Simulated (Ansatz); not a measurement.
How far each method lies from full CI for HNSi, singlet

Geometry: a PBE0/def2-TZVP stationary point for this spin, not checked as a minimum.

```tsv
atom	x (Å)	y (Å)	z (Å)
Si	0.0000	0.0000	-1.3636
N	0.0000	0.0000	0.1820
H	0.0000	0.0000	1.1816
```

Basis 6-31G; Ansatz 0.2.0. Correlated methods freeze the noble-gas cores, which leaves 10 electrons in 18 orbitals. Prefix R: restricted or restricted open-shell reference. Active spaces: valence = (10e, 9o) chosen from the atoms' valence shells.

Full CI is exact within this basis and frozen core; it isn't the basis-set limit.

- UHF ⟨S²⟩: 0.000
- T1 diagnostic (RCCSD): 0.0279
- largest doubles amplitude (RCCSD): 0.095

```csv
level,E − E(RHF) (eV)
RMP2,-4.7563
RCCSD,-4.8674
RCCSD(T),-5.0866
```

Question: Estimate how far full CI in 6-31G lies from RCCSD(T). The table doesn't fix it; the size of (T) and the diagnostics are the guide.

Answer: Full CI in 6-31G lies 3.5 kJ/mol below RCCSD(T), which is 16 % of the (T) step (-21.1 kJ/mol). T1 is raised, but (T) still catches most of what CCSD lacks.

The other levels:

| level | E − E(full CI) (kJ/mol) | share of correlation (%) | wall time |
| --- | --- | --- | --- |
| CISD | 58.9 | 88.08 | 0.6 s |
| BCCD(T) | 3.4 | 99.32 | 0.3 s |
| RCCSDT | 2.2 | 99.56 | – |
| CISDTQ | 4.3 | 99.13 | 2.5 s |
| RCCSDT(Q) | -0.4 | 100.08 | 0.96 s |
| RCCSDTQ | 0.1 | 99.98 | 8 s |
| CASSCF (valence space) | 126.3 | 74.45 | – |
| NEVPT2 (valence space) | 43.8 | 91.14 | 3.6 s |
| MRCISD (valence space) | 11.2 | 97.74 | – |
| MRCISD+Q (valence space) | 8.1 | 98.36 | 5 s |

The correlation energy at full CI, counted from RHF, is -5.123 eV. That run took 1.8 min on 1 thread of Arm Neoverse V1, shared host over 18,367,552 determinants.

Times hold each run's SCF and search for its determinant on a shared host, so for small cases they say little of a method's own cost; they ran on 1 thread of Arm Neoverse V1.

The full-CI state has the irrep A1 of C2v, in the program's axes (one component, if the state is degenerate).

Natural occupations of full CI about the gap: 1.982 1.970 1.946 1.922 1.922 0.083 0.083 0.029 0.024 0.009; effectively unpaired electrons, Σ n²(2−n)², 0.12.

Atomization energy (electronic, same basis, no zero-point term; atoms at the same level, unrestricted beside the R rows where the molecule is a closed shell, with restricted open-shell steps beyond CCSDT(Q)) at full CI: 753.0 kJ/mol. Errors of other levels:

```
                   level  error (kJ/mol)
                     RHF          -342.8
                    RMP2             7.6
                    CISD           -57.0
                   RCCSD           -23.6
                RCCSD(T)            -3.2
                 BCCD(T)            -2.9
                  RCCSDT            -2.2
                  CISDTQ            -4.1
               RCCSDT(Q)             0.4
                 RCCSDTQ            -0.1
  CASSCF (valence space)            -1.5
  NEVPT2 (valence space)            -0.8
  MRCISD (valence space)            -9.5
MRCISD+Q (valence space)            -8.2
```

This basis is far from its limit, so the value isn't to be set against a measured one. Truncated CI isn't size-consistent, which counts against it in atomization.
